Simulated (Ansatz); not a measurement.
System: rock-salt GdN. Method: rVV10 (plane waves, PAW; Ansatz, a quantum-chemistry and plane-wave program).

Numerical settings: plane-wave cutoff 520 eV, 12×12×12 k mesh, Fermi–Dirac smearing 0.01 eV, spin-polarised with parallel moments, scalar-relativistic PAW data made under PBE.

A third-order Birch–Murnaghan fit to the energies gives V0 = 15.705 Å³/atom, B0 = 148 GPa, B′ = 4.0.

```json
[
 {"V (Å³/atom)": "14.761", "P (GPa)": "?"},
 {"V (Å³/atom)": "15.075", "P (GPa)": "6.56"},
 {"V (Å³/atom)": "15.389", "P (GPa)": "?"},
 {"V (Å³/atom)": "15.703", "P (GPa)": "0.02"},
 {"V (Å³/atom)": "16.017", "P (GPa)": "?"},
 {"V (Å³/atom)": "16.331", "P (GPa)": "?"},
 {"V (Å³/atom)": "16.645", "P (GPa)": "-7.65"}
]
```

Estimate the withheld pressures from this fit; the answers are the runs' own values.


- 14.761, P (GPa): 10.41
- 15.389, P (GPa): 3.12
- 16.017, P (GPa): -2.80
- 16.331, P (GPa): -5.35

The formula P = (3/2) B0 (x^(7/3) − x^(5/3)) [1 + (3/4)(B′ − 4)(x^(2/3) − 1)] with x = V0/V meets the computed pressures within 0.03 GPa when these rounded values are put in.

Measured, for comparison: bulk modulus 192 ± 35 GPa (temperature not stated, not corrected to a static lattice; as tabulated in Doll (2008), arXiv:0801.3152); equilibrium volume per atom 15.38 Å³/atom (temperature not stated, not corrected to a static lattice; as tabulated in Natali et al. (2013), arXiv:1208.2410). Computed (rounded) less measured: bulk modulus -23 %, equilibrium volume per atom +2.1 %.

Note: the 4f shell is treated without U or exact exchange, so its levels and filling can be wrong.

Spin–orbit coupling is not included; it can open a gap where bands touch, and shift volumes and moduli.

Computed values are for the static lattice.
